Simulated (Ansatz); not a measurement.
**Heat of formation of C3H5NO (acrylamide) from total energies**

C3H5NO has 10 atoms, charge 0, and is taken as a singlet. As SMILES, `C=CC(N)=O`. Geometry: relaxed at PBE0-D4/def2-TZVP. This is one conformer, not always the lowest.

Total energies at wB97X/def2-SVP (Ansatz 0.2.0); the atoms run unrestricted:

| species | state | energy (Eh) |
| --- | --- | --- |
| C3H5NO | singlet | -247.049177 |
| C | triplet | -37.801741 |
| N | quartet | -54.527044 |
| O | triplet | -74.982531 |
| H | doublet | -0.500604 |

Harmonic wavenumbers at PBE0-D4/def2-TZVP, in cm⁻¹: 108, 182, 275, 467, 471, 618, 622, 824, 828, 1007, 1018, 1036, 1118, 1292, 1365, 1438, 1621, 1712, 1796, 3160, 3174, 3261, 3626, 3763.

Measured heats of formation of the gaseous atoms at 298.15 K, in kJ/mol: C 716.9, N 472.4, O 249.2, H 218.0. Spin-orbit lowering of the atoms at 298 K (mean of the ground term's levels less their thermal mean, from spectra), in kJ/mol: C 0.02, O 0.40. Take 1 Eh = 2625.50 kJ/mol, 1 cm⁻¹ = 0.0119627 kJ/mol, RT = 2.479 kJ/mol.

What heat of formation follows?


1. Electronic atomisation energy: 3 × (-37.801741) + (-54.527044) + (-74.982531) + 5 × (-0.500604) − (-247.049177) = 1.631359 Eh = 4283.1 kJ/mol.
2. Zero-point energy: half the sum of the wavenumbers, 17391 cm⁻¹ = 208.0 kJ/mol.
3. Thermal vibrational enthalpy, Σ hcν̃/(exp(hcν̃/kT) − 1): 7.5 kJ/mol. Translation, rotation and pV of a non-linear molecule: 4 RT = 9.9 kJ/mol.
4. The 10 free atoms carry 5/2 RT each: 62.0 kJ/mol.
5. Spin-orbit coupling lowers the free atoms by 3 × 0.02 + 0.40 = 0.5 kJ/mol.
6. Atomisation enthalpy at 298 K: 4283.1 − 0.5 − 208.0 − 7.5 − 9.9 + 62.0 = 4119.2 kJ/mol.
7. Sum of the atoms' heats of formation: 3962.3 kJ/mol. Heat of formation: 3962.3 − 4119.2 = -156.9 kJ/mol.

The tabulated value is -130.2 kJ/mol (CRC Handbook of Chemistry and Physics), so this level is off by -26.7 kJ/mol, or 0.7 % of the atomisation enthalpy that the table implies (4092.5 kJ/mol). Anharmonicity and any spin-orbit splitting of the molecule are left out.
